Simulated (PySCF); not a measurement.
Electron affinity of S by level of theory

S- [Ne] 3s2 3p5 (2P) → S [Ne] 3s2 3p4 (3P), as a difference of total energies. Calculation: PySCF 2.14, in aug-cc-pwCVTZ; the non-relativistic Hamiltonian (point nucleus). Correlated levels: nothing frozen. The calculations carry no spin-orbit coupling.

```
                 method  electron affinity (eV)
                    UHF                   0.887
    MP2 (all electrons)                   1.940
SCS-MP2 (all electrons)                   1.935
   CCSD (all electrons)                   1.861
CCSD(T) (all electrons)                   1.950
```

Question: How much does correlation contribute at CCSD(T) (all electrons)?

Answer: 1.950 − (0.887) = 1.063 eV, measured against UHF.

Errors of the correlated levels include the incompleteness of this basis.

For comparison: 2.077 eV (measured; photodetachment measurements, as compiled on the Wikipedia data page of electron affinities).
